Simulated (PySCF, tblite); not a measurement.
# C2HClF4: bond homolysis, part 3 of 3

tblite 0.8.0 and PySCF 2.14.0. Atoms count from 0. The steps go on from the part before.

### 22 Single point (F radical): M06-2X/def2-TZVP

Geometry: atom.

What the job is given:

```
{"job": {"kind": "sp", "xc": "M06-2X", "basis": "def2-TZVP", "grid": 3}, "charge": 0, "multiplicity": 2}
F      0.000000     0.000000     0.000000
```

What it wrote:

```text
coarse grid: 5304 points
cycle   1  E = -99.7281327688  dE = -1.695e-01  |g| = 1.342e-01  |ddm| = 4.739e-01
cycle   2  E = -99.7322647407  dE = -4.132e-03  |g| = 6.370e-02  |ddm| = 6.877e-02
cycle   3  E = -99.7332148901  dE = -9.501e-04  |g| = 1.932e-02  |ddm| = 3.113e-02
cycle   4  E = -99.7333342605  dE = -1.194e-04  |g| = 2.374e-03  |ddm| = 9.110e-03
cycle   5  E = -99.7333384930  dE = -4.232e-06  |g| = 3.445e-04  |ddm| = 2.480e-03
final grid: 14264 points
cycle   6  E = -99.7337317344  dE = -1.026e-06  |g| = 4.039e-04  |ddm| = 9.940e-04
cycle   7  E = -99.7337319991  dE = -2.646e-07  |g| = 2.618e-04  |ddm| = 4.357e-04
cycle   8  E = -99.7337322459  dE = -2.469e-07  |g| = 2.397e-04  |ddm| = 4.545e-04
cycle   9  E = -99.7337324274  dE = -1.815e-07  |g| = 2.264e-04  |ddm| = 3.348e-04
cycle  10  E = -99.7337325572  dE = -1.297e-07  |g| = 2.266e-04  |ddm| = 2.399e-04
cycle  11  E = -99.7337305167  dE =  2.040e-06  |g| = 2.252e-04  |ddm| = 3.786e-03
cycle  12  E = -99.7337290522  dE =  1.465e-06  |g| = 2.244e-04  |ddm| = 2.744e-03
cycle  13  E = -99.7337273573  dE =  1.695e-06  |g| = 2.480e-04  |ddm| = 3.399e-03
cycle  14  E = -99.7337280277  dE = -6.704e-07  |g| = 2.879e-04  |ddm| = 1.288e-03
cycle  15  E = -99.7337293951  dE = -1.367e-06  |g| = 5.646e-04  |ddm| = 7.052e-03
cycle  16  E = -99.7337305193  dE = -1.124e-06  |g| = 3.459e-04  |ddm| = 5.627e-03
cycle  17  E = -99.7337332404  dE = -2.721e-06  |g| = 5.319e-04  |ddm| = 3.002e-02
cycle  18  E = -99.7337333039  dE = -6.357e-08  |g| = 7.222e-04  |ddm| = 3.493e-03
cycle  19  E = -99.7337330849  dE =  2.190e-07  |g| = 8.008e-04  |ddm| = 6.414e-03
cycle  20  E = -99.7337333057  dE = -2.208e-07  |g| = 4.631e-04  |ddm| = 3.318e-03
cycle  21  E = -99.7337333680  dE = -6.231e-08  |g| = 1.455e-04  |ddm| = 6.035e-04
cycle  22  E = -99.7337334065  dE = -3.846e-08  |g| = 8.637e-06  |ddm| = 2.577e-03
cycle  23  E = -99.7337334027  dE =  3.776e-09  |g| = 8.627e-06  |ddm| = 4.066e-04
converged SCF energy = -99.7337334027
```

Wall time 1.2 s (1 thread of Arm Neoverse N1, shared host).

### 23 Single point (C₂HClF₃ radical, F[CH]C(F)(F)Cl): M06-2X/def2-TZVP

Geometry: PBE0-D3(BJ)/def2-SVP.

What the job is given:

```
{"job": {"kind": "sp", "xc": "M06-2X", "basis": "def2-TZVP", "grid": 3}, "charge": 0, "multiplicity": 2}
C      0.069538     0.712282    -0.247229
F      0.968965     1.134713     0.612374
C     -0.432788    -0.665912    -0.039100
F     -0.861651    -0.850719     1.208546
F     -1.438277    -0.896983    -0.882842
Cl     0.858702    -1.879195    -0.356363
H      0.110982     1.142933    -1.251417
```

What it wrote:

```text
coarse grid: 35048 points
cycle   1  E = -836.3303012206  dE =  1.063e+00  |g| = 6.433e-01  |ddm| = 1.574e+00
cycle   2  E = -836.2430802472  dE =  8.722e-02  |g| = 8.696e-01  |ddm| = 7.561e-01
cycle   3  E = -836.4954707760  dE = -2.524e-01  |g| = 4.302e-02  |ddm| = 3.883e-01
cycle   4  E = -836.4963771941  dE = -9.064e-04  |g| = 2.342e-02  |ddm| = 4.141e-02
cycle   5  E = -836.4966387256  dE = -2.615e-04  |g| = 9.858e-03  |ddm| = 2.225e-02
cycle   6  E = -836.4966977128  dE = -5.899e-05  |g| = 3.325e-03  |ddm| = 9.904e-03
cycle   7  E = -836.4967099901  dE = -1.228e-05  |g| = 1.474e-03  |ddm| = 5.169e-03
cycle   8  E = -836.4967117267  dE = -1.737e-06  |g| = 4.689e-04  |ddm| = 2.122e-03
final grid: 99712 points
cycle   9  E = -836.4981070310  dE = -1.200e-05  |g| = 2.159e-03  |ddm| = 1.021e-02
cycle  10  E = -836.4981077148  dE = -6.838e-07  |g| = 1.606e-03  |ddm| = 2.619e-03
cycle  11  E = -836.4981084784  dE = -7.636e-07  |g| = 3.551e-04  |ddm| = 1.154e-03
cycle  12  E = -836.4981085229  dE = -4.453e-08  |g| = 1.033e-04  |ddm| = 2.218e-04
cycle  13  E = -836.4981085304  dE = -7.505e-09  |g| = 3.524e-05  |ddm| = 1.155e-04
converged SCF energy = -836.4981085304
```

Run time: 44 s. Hardware: 1 thread of Arm Neoverse N1, shared host.

### 24 Optimising the geometry with GFN2-xTB

This step treats C₂HClF₃ radical, labelled `F[C](Cl)C(F)F` (the label fixes atoms and charge, not where charge and spin sit).

What the job is given:

```
{"job": {"kind": "relax", "xc": "GFN2-xTB", "basis": "xTB"}, "charge": 0, "multiplicity": 2}
F      0.757700     1.324200     0.849500
C     -0.111400     0.802800    -0.056600
F     -1.339300     1.103600     0.311700
C      0.028100    -0.720400    -0.026500
F     -0.828300    -1.255200    -0.874500
Cl     1.667000    -1.209800    -0.450000
H      0.119600     1.182500    -1.055900
```

What it wrote:

```text
step      E/eV     max force
  0    -638.00997    1.895
  1    -638.10282    1.164
  2    -638.13973    0.515
  3    -638.15410    0.459
  4    -638.17030    0.333
  5    -638.17732    0.371
  6    -638.18366    0.358
  7    -638.19098    0.330
  8    -638.19742    0.343
  9    -638.20168    0.202
 10    -638.20364    0.120
 11    -638.20450    0.072
 12    -638.20513    0.084
 13    -638.20554    0.060
 14    -638.20583    0.049
 15    -638.20602    0.039
 16    -638.20616    0.043
 17    -638.20629    0.042
 18    -638.20643    0.038
 19    -638.20660    0.046
 20    -638.20681    0.052
 21    -638.20710    0.062
 22    -638.20760    0.081
 23    -638.20848    0.097
 24    -638.20973    0.131
 25    -638.21086    0.118
 26    -638.21192    0.107
 27    -638.21332    0.120
 28    -638.21497    0.136
 29    -638.21663    0.151
 30    -638.21818    0.197
 31    -638.21974    0.239
 32    -638.22326    0.385
 33    -638.22954    0.304
 34    -638.23523    0.200
 35    -638.22117    0.722
 36    -638.24105    0.246
 37    -638.24468    0.119
 38    -638.24679    0.162
 39    -638.24887    0.219
 40    -638.25253    0.228
 41    -638.26145    0.228
 42    -638.26682    0.255
 43    -638.27047    0.163
 44    -638.24996    0.853
 45    -638.27526    0.156
 46    -638.27875    0.149
 47    -638.28485    0.649
 48    -638.29272    0.082
 49    -638.29609    0.093
 50    -638.29817    0.200
 51    -638.29929    0.143
 52    -638.29975    0.061
 53    -638.30057    0.053
 54    -638.30137    0.077
 55    -638.30183    0.046
 56    -638.30216    0.043
 57    -638.30234    0.047
 58    -638.30251    0.036
 59    -638.30266    0.027
 60    -638.30275    0.013
 61    -638.30278    0.006
```

Wall time 0.35 s (1 thread of Arm Neoverse N1, shared host).

Step by step: (not every step is listed) (the energy doesn't fall at every step)

```tsv
step	energy from step 0 (eV)	largest force (eV/Å)
0	0.0000	1.8951
1	-0.0928	1.1636
2	-0.1298	0.5155
3	-0.1441	0.4587
4	-0.1603	0.3328
5	-0.1674	0.3709
6	-0.1737	0.3576
7	-0.1810	0.3295
8	-0.1875	0.3433
12	-0.1952	0.0841
16	-0.1962	0.0433
20	-0.1968	0.0519
24	-0.1998	0.1310
28	-0.2050	0.1364
32	-0.2133	0.3848
36	-0.2311	0.2462
40	-0.2426	0.2281
44	-0.2400	0.8528
48	-0.2828	0.0816
52	-0.2898	0.0613
56	-0.2922	0.0433
57	-0.2924	0.0467
58	-0.2925	0.0360
59	-0.2927	0.0267
60	-0.2928	0.0134
61	-0.2928	0.0058
```

Distances of close pairs at the start and the end, largest changes first:

```tsv
bond	before (Å)	after (Å)	change (Å)
C3–Cl5	1.762	1.683	-0.079
C1–C3	1.530	1.490	-0.040
C1–F2	1.317	1.353	+0.036
C3–F4	1.319	1.346	+0.028
C1–H6	1.094	1.101	+0.008
F0–C1	1.359	1.364	+0.005
```

The final coordinates are the input of the step that follows.

### 25 Vibrational analysis with GFN2-xTB

What the job is given:

```
{"job": {"kind": "ir", "xc": "GFN2-xTB", "basis": "xTB"}, "charge": 0, "multiplicity": 2}
F      1.007728     1.470544     0.070471
C     -0.165906     0.795215    -0.096012
F     -0.851137     0.987734     1.054286
C      0.040666    -0.656402    -0.358996
F     -0.063247    -1.028981    -1.648298
Cl     1.045887    -1.609442     0.597276
H     -0.720692     1.269068    -0.920946
```

What it wrote:

```text
mode    cm-1     km/mol
  1      44.3      4.31
  2     140.7      2.94
  3     174.5      3.90
  4     330.9     11.50
  5     431.7      8.22
  6     472.2     17.33
  7     589.8     14.71
  8     663.5     27.81
  9     947.9    172.43
 10    1033.1     63.06
 11    1074.8    139.92
 12    1168.8     23.25
 13    1223.9      5.06
 14    1276.1     71.80
 15    2898.1      8.45
ZPE 74.588  H(298)-E 93.594  G(298)-E -8.669 kJ/mol  S 342.99 J/(mol K)
```

Run time: 0.25 s. Hardware: 1 thread of Arm Neoverse N1, shared host.

The strongest bands and the atoms that carry them (share of the mass-weighted mode):

```tsv
cm⁻¹	km/mol	atoms
472	17.3	C3 40 %, F0 24 %, F2 22 %
590	14.7	F0 26 %, F2 22 %, F4 21 %, C1 15 %
664	27.8	C1 41 %, Cl5 27 %, C3 17 %
948	172.4	C1 62 %, F0 31 %
1033	63.1	C1 50 %, F2 27 %, C3 14 %
1075	139.9	C3 52 %, C1 28 %, F4 12 %
1169	23.2	C3 48 %, H6 36 %, F4 14 %
1276	71.8	H6 49 %, C1 24 %, C3 22 %
```

### 26 Geometry optimisation at PBE0-D3(BJ)/def2-SVP

This step treats C₂HClF₃ radical, labelled `F[C](Cl)C(F)F` (the label fixes atoms and charge, not where charge and spin sit).

Settings changed since step 25:

```diff
@@ -1,2 +1,2 @@
-{"job": {"kind": "ir", "xc": "GFN2-xTB", "basis": "xTB"}, "charge": 0, "multiplicity": 2}
+{"job": {"xc": "PBE0", "basis": "def2-SVP", "d3": "d3bj", "grid": 1, "kind": "geom"}, "charge": 0, "multiplicity": 2}
 F      1.007728     1.470544     0.070471
```

What it wrote:

```text
step   0  E = -835.51777812  max force = 0.020905
step   1  E = -835.51847966  max force = 0.012199
step   2  E = -835.51840507  max force = 0.010300
step   3  E = -835.51935577  max force = 0.003804
step   4  E = -835.51951064  max force = 0.002024
step   5  E = -835.51958477  max force = 0.000939
step   6  E = -835.51961853  max force = 0.001186
step   7  E = -835.51964364  max force = 0.001149
step   8  E = -835.51965989  max force = 0.000910
step   9  E = -835.51966730  max force = 0.000387
optimisation converged
```

Wall time 66 s (1 thread of Arm Neoverse N1, shared host).

Relaxation path: (the energy doesn't fall at every step)

```tsv
step	energy from step 0 (eV)	largest force component (eV/Å)
0	0.0000	1.0750
1	-0.0191	0.6273
2	-0.0171	0.5296
3	-0.0429	0.1956
4	-0.0471	0.1041
5	-0.0492	0.0483
6	-0.0501	0.0610
7	-0.0508	0.0591
8	-0.0512	0.0468
9	-0.0514	0.0199
```

Distances of close pairs at the start and the end, largest changes first:

```tsv
bond	before (Å)	after (Å)	change (Å)
C3–F4	1.346	1.322	-0.024
C3–Cl5	1.683	1.701	+0.018
C1–F2	1.353	1.341	-0.012
F0–C1	1.364	1.353	-0.011
C1–C3	1.490	1.496	+0.007
C1–H6	1.101	1.104	+0.003
```

The end geometry stands in the next job.

```tsv
at the end point	value
point group (found at 0.08 Å tolerance)	C1
rotational constants (GHz, main isotopes)	3.773, 2.276, 1.811
dipole moment (D)	1.06
⟨S²⟩	0.754
```

### 27 Single point (C2HClF3 radical, F[C](Cl)C(F)F): M06-2X/def2-TZVP

Geometry: PBE0-D3(BJ)/def2-SVP.

What the job is given:

```
{"job": {"kind": "sp", "xc": "M06-2X", "basis": "def2-TZVP", "grid": 3}, "charge": 0, "multiplicity": 2}
F      0.895607     1.486388     0.129251
C     -0.236807     0.766761    -0.048825
F     -0.896062     0.741520     1.118722
C      0.071926    -0.630116    -0.487453
F      0.388650    -0.746440    -1.765572
Cl     0.918587    -1.659772     0.569439
H     -0.849599     1.269171    -0.818171
```

What it wrote:

```text
coarse grid: 35048 points
cycle   1  E = -836.3509129512  dE =  1.061e+00  |g| = 6.155e-01  |ddm| = 1.624e+00
cycle   2  E = -836.2786150725  dE =  7.230e-02  |g| = 8.153e-01  |ddm| = 7.440e-01
cycle   3  E = -836.4978340460  dE = -2.192e-01  |g| = 4.375e-02  |ddm| = 3.715e-01
cycle   4  E = -836.4988328133  dE = -9.988e-04  |g| = 2.177e-02  |ddm| = 4.808e-02
cycle   5  E = -836.4991216085  dE = -2.888e-04  |g| = 1.014e-02  |ddm| = 2.374e-02
cycle   6  E = -836.4991903037  dE = -6.870e-05  |g| = 3.992e-03  |ddm| = 1.102e-02
cycle   7  E = -836.4992106103  dE = -2.031e-05  |g| = 1.560e-03  |ddm| = 7.489e-03
cycle   8  E = -836.4992133680  dE = -2.758e-06  |g| = 4.916e-04  |ddm| = 2.679e-03
final grid: 99712 points
cycle   9  E = -836.5006451180  dE = -1.118e-05  |g| = 2.052e-03  |ddm| = 9.124e-03
cycle  10  E = -836.5006456809  dE = -5.629e-07  |g| = 1.599e-03  |ddm| = 2.197e-03
cycle  11  E = -836.5006463476  dE = -6.667e-07  |g| = 3.572e-04  |ddm| = 9.280e-04
cycle  12  E = -836.5006463943  dE = -4.674e-08  |g| = 9.499e-05  |ddm| = 2.286e-04
cycle  13  E = -836.5006464044  dE = -1.003e-08  |g| = 3.569e-05  |ddm| = 1.390e-04
cycle  14  E = -836.5006464059  dE = -1.488e-09  |g| = 1.805e-05  |ddm| = 5.652e-05
converged SCF energy = -836.5006464059
```

Wall time 49 s (1 thread of Arm Neoverse N1, shared host); peak memory 0.76 GiB.

### 28 Bond homolysis: M06-2X/def2-TZVP

This step combines the energies above: geometries from PBE0-D3(BJ)/def2-SVP, zero-point and thermal terms from GFN2-xTB.

What the job is given:

```
{"job": {"kind": "bd", "cap": 6, "geom": {"xc": "PBE0", "basis": "def2-SVP", "d3": "d3bj", "grid": 1}, "level": {"xc": "M06-2X", "basis": "def2-TZVP", "grid": 3}}, "charge": 0, "multiplicity": 1}
F      0.741481     1.330320     0.854798
C     -0.100713     0.794118    -0.033567
F     -1.356797     1.111193     0.308506
C      0.030596    -0.735030    -0.005920
F     -0.270055    -1.200882     1.199187
F     -0.825121    -1.251313    -0.885791
Cl     1.678046    -1.208041    -0.441177
H      0.119141     1.176680    -1.044912
```

Output (the driver's rows laid out field by field):

```text
homolysis bond by bond, M06-2X/def2-TZVP // PBE0-D3(BJ)/def2-SVP

row 1
  atoms                   3 6
  elements                C Cl
  length                  1.7684
  fragments               formula C2HF4, charge 0, multiplicity 2, smiles F[C](F)C(F)F, kept yes, pieces 1, point_group C1, largest_spin C 0.831; formula Cl, charge 0, multiplicity 2, smiles [Cl], kept yes, pieces 1
  electronic              364.06
  zero_kelvin             356.95
  enthalpy                360.46
  free_energy             315.95

row 2
  atoms                   1 3
  elements                C C
  length                  1.535
  fragments               formula CHF2, charge 0, multiplicity 2, smiles F[CH]F, kept yes, pieces 1, point_group Cs, largest_spin C 0.868; formula CClF2, charge 0, multiplicity 2, smiles F[C](F)Cl, kept yes, pieces 1, point_group Cs, largest_spin C 0.79
  electronic              392.9
  zero_kelvin             378.42
  enthalpy                381.44
  free_energy             322.82

row 3
  atoms                   1 7
  elements                C H
  length                  1.1034
  fragments               formula C2ClF4, charge 0, multiplicity 2, smiles F[C](F)C(F)(F)Cl, kept yes, pieces 1, point_group C1, largest_spin C 0.832; formula H, charge 0, multiplicity 2, smiles [H], kept yes, pieces 1
  electronic              455.68
  zero_kelvin             422.61
  enthalpy                429.36
  free_energy             391.65

row 4
  atoms                   0 1
  elements                F C
  length                  1.3364
  fragments               formula F, charge 0, multiplicity 2, smiles [F], kept yes, pieces 1; formula C2HClF3, charge 0, multiplicity 2, smiles F[CH]C(F)(F)Cl, kept yes, pieces 1, point_group C1, largest_spin C 0.888
  electronic              504.83
  zero_kelvin             490.6
  enthalpy                495.42
  free_energy             449.99

row 5
  atoms                   3 4
  elements                C F
  length                  1.3265
  fragments               formula C2HClF3, charge 0, multiplicity 2, smiles F[C](Cl)C(F)F, kept yes, pieces 1, point_group C1, largest_spin C 0.83; formula F, charge 0, multiplicity 2, smiles [F], kept yes, pieces 1
  electronic              498.17
  zero_kelvin             487.09
  enthalpy                491.47
  free_energy             445.79
```

Run time: 10 min. Hardware: 1 thread of Arm Neoverse N1, shared host; peak memory 0.76 GiB.

Some single points behind these values are not shown above.

Dissociation energies (kJ/mol, gas phase, 298 K for the thermal columns):

```tsv
bond	fragments	electronic	enthalpy	free energy
C3–Cl6	F[C](F)C(F)F + [Cl]	364.1	360.5	315.9
C1–C3	F[CH]F + F[C](F)Cl	392.9	381.4	322.8
C1–H7	F[C](F)C(F)(F)Cl + [H]	455.7	429.4	391.6
F0–C1	[F] + F[CH]C(F)(F)Cl	504.8	495.4	450.0
C3–F4	F[C](Cl)C(F)F + [F]	498.2	491.5	445.8
```

### 29 Summary of results

This closing draws on all 3 parts.

| quantity | value |
| --- | --- |
| strongest single infrared mode (GFN2-xTB) | 1088 cm⁻¹, 220 km/mol |
| zero-point energy (GFN2-xTB) | 20.5 kcal/mol |
| point group | C1 |
| rotational constants (main isotopes) | 3.06, 1.86, 1.50 GHz |
| bond enthalpy (ΔH), C3–Cl6 (M06-2X/def2-TZVP) | 360.5 kJ/mol |
| bond enthalpy (ΔH), C1–C3 (M06-2X/def2-TZVP) | 381.4 kJ/mol |
| bond enthalpy (ΔH), C1–H7 (M06-2X/def2-TZVP) | 429.4 kJ/mol |
| bond enthalpy (ΔH), F0–C1 (M06-2X/def2-TZVP) | 495.4 kJ/mol |
| bond enthalpy (ΔH), C3–F4 (M06-2X/def2-TZVP) | 491.5 kJ/mol |

**Reading.** No mode is imaginary among the 18: a minimum at this level. The strongest single mode, at 1088 cm⁻¹, moves mainly C1 and F0. GFN2-xTB is a fitted tight-binding method: band positions and strengths are rough. Its intensities can rank the bands wrongly. Relaxing lowered the energy by 0.030 eV in 8 steps; the close pair that moved most is C1–C3, from 1.547 to 1.535 Å (PBE0/def2-SVP). At M06-2X/def2-TZVP the bond enthalpy (ΔH) runs from 360.5 kJ/mol (C3–Cl6) to 495.4 kJ/mol (F0–C1).
